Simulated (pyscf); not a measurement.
## Four-centre exchange: F–SiH₂–F + H₂ → F–SiH₂–F + H₂

Gas phase, singlet surface, charge 0. Bonds broken: Si2–H6, H4–H7. Bonds formed: Si2–H4, H6–H7. Optimised with ωB97X-D3(BJ)/def2-SVP in PySCF.

Transition state (Å):

```xyz
7

F      1.0162     0.5750     0.5239
Si    -0.2500     0.0831    -0.3801
F     -1.0159     1.5138    -0.4180
H     -1.7350    -0.6120    -0.6906
H      0.3307    -0.5257    -1.5836
H     -0.3640    -1.1892     0.7544
H     -1.2111    -1.0773     0.1979
```

One imaginary mode, 1514i cm⁻¹; descent along it reached the two sides named.

| bond | change | reactant side (Å) | saddle | product side |
|---|---|---|---|---|
| Si2–H6 | breaks | 1.477 | 1.708 | 3.0 |
| H4–H7 | breaks | 0.759 | 1.132 | 3.1 |
| Si2–H4 | forms | 3.1 | 1.669 | 1.477 |
| H6–H7 | forms | 3.3 | 1.020 | 0.760 |

Electronic energies relative to the separated reactants (eV):

| level | barrier | reaction energy | reverse barrier |
|---|---|---|---|
| ωB97X-D3(BJ)/def2-TZVP | 2.62 | 0.00 | 2.62 |
| PBE/def2-TZVP | 2.28 | 0.00 | 2.28 |
| r²SCAN/def2-TZVP | 2.38 | 0.00 | 2.38 |
| B3LYP-D3(BJ)/def2-TZVP | 2.60 | 0.00 | 2.60 |
| PBE0-D3(BJ)/def2-TZVP | 2.39 | 0.00 | 2.39 |
| M06-2X/def2-TZVP | 2.74 | 0.00 | 2.74 |
| ωB97M-D3(BJ)/def2-TZVP | 2.60 | 0.00 | 2.60 |
| HF/def2-TZVP | 3.34 | 0.00 | 3.34 |

With ωB97M-D3(BJ)/def2-TZVP energies and thermal terms (ideal gas, 1 atm, RRHO with modes under 100 cm⁻¹ raised to 100, one conformer, R ln 2 for chiral ones without a mode under 150 cm⁻¹), in eV:

```
T (K)   ΔH‡   ΔG‡    ΔH    ΔG
-----  ----  ----  ----  ----
298    2.64  2.98  0.00  0.00
600    2.60  3.35  0.00  0.00
900    2.59  3.73  0.00  0.00
1200   2.59  4.11  0.00  0.00
```

At the saddle there is also a short H–Si contact that neither side keeps. One saddle was located; it need not be the lowest between these sides.
